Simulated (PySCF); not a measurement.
# C4H5NO: the cost of one run

Computed with PySCF 2.14.0 and routines of our own; the level stands in each step. Atoms count from 0.

### Step 1. The starting structure

11 atoms, charge 0, multiplicity 1; geometry from: GFN2-xTB.

### Step 2. Geometry optimisation at CAM-B3LYP/def2-SVP

What the job is given:

```
{"job": {"xc": "CAM-B3LYP", "basis": "def2-SVP", "grid": 1, "kind": "geom"}, "charge": 0, "multiplicity": 1}
C     -1.672965    -0.147590     0.108456
C     -0.200794    -0.003747     0.006188
C      0.614269     1.020098    -0.371276
N      1.915084     0.610315    -0.279329
C      1.847537    -0.607439     0.137590
O      0.599868    -1.051688     0.333918
H     -1.960894    -0.385076     1.131794
H     -2.020966    -0.955417    -0.533997
H     -2.150601     0.779972    -0.191918
H      0.363071     2.007010    -0.698487
H      2.671815    -1.263768     0.331098
```

Command:

```console
$ OMP_NUM_THREADS=1 python excited_run.py task.json out
```

One launch serves the whole session: the jobs run in the order shown.

Q: Estimate the wall time and peak memory of this first job on 1 thread of Arm Neoverse V1, shared host.

About 22 s, with a peak of 0.51 GiB.
